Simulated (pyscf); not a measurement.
Thermochemistry of product channels of H₂B–OH (SMILES BO) + SiH₄ (SMILES [SiH4]) on the singlet surface, in kcal/mol, from ωB97M-D3(BJ)/def2-TZVP energies (ideal gas, 1 atm, RRHO with modes under 100 cm⁻¹ raised to 100, one conformer, R ln 2 for rigid chiral ones). PySCF, gas phase, ωB97X-D3(BJ)/def2-SVP geometries.

| products | ΔE | ΔH(298 K) | ΔG(298 K) | ΔG(900 K) |
|---|---|---|---|---|
| HO–BH–SiH₃ (SMILES OB[SiH3]) + H₂ (SMILES [H][H]) | +11.6 | +9.6 | +10.4 | +10.1 |
| BH₃ (SMILES B) + HO–SiH₃ (SMILES O[SiH3]) | +17.2 | +16.2 | +15.4 | +13.2 |
| H₂B–O–SiH₃ (SMILES BO[SiH3]) + H₂ (SMILES [H][H]) | -13.7 | -16.5 | -15.6 | -15.3 |

These are energies of the channels, which say nothing of barriers.
